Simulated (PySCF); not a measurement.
# H6Si2 (disilane): the cost of one run

Programs: PySCF 2.14.0, with density-fitted response routines of our own. Each step states its level of theory. These are calculated values for one molecule in the gas phase, unless marked as measured. Atoms count from 0, in the outputs and in this text.

### Step 1. Starting geometry

8 atoms, charge 0, multiplicity 1; geometry from: PBE0-D3(BJ)/def2-SVP.

Bonds of the start (Å): Si0–Si1 2.35, Si0–H2 1.50, Si0–H3 1.50, Si0–H4 1.50, Si1–H5 1.50, Si1–H6 1.50, Si1–H7 1.50.

### Step 2. J couplings: B3LYP/def2-TZVP

What the job is given:

```
{"job": {"kind": "j", "xc": "B3LYP", "basis": "def2-TZVP"}, "charge": 0, "multiplicity": 1}
Si    -1.181745     0.159027    -0.055407
Si     1.148807    -0.096767     0.005437
H     -1.779713    -0.774389    -1.059183
H     -1.528339     1.562782    -0.437676
H     -1.773264    -0.133156     1.286490
H      1.511581    -1.497999     0.380315
H      1.742026     0.838758     1.010089
H      1.731195     0.207325    -1.338144
```

With the program's defaults for keys left out, this is: B3LYP/def2-TZVP indirect spin-spin coupling, non-relativistic, gas phase.

Run with:

```sh
> OMP_NUM_THREADS=1 python probes_run.py task.json out
```

The driver reads the jobs from task.json and runs them one after another.

Q: Estimate the wall time and peak memory of this first job on 1 thread of Arm Neoverse N1, shared host.

About 15 s, with a peak of 0.44 GiB.
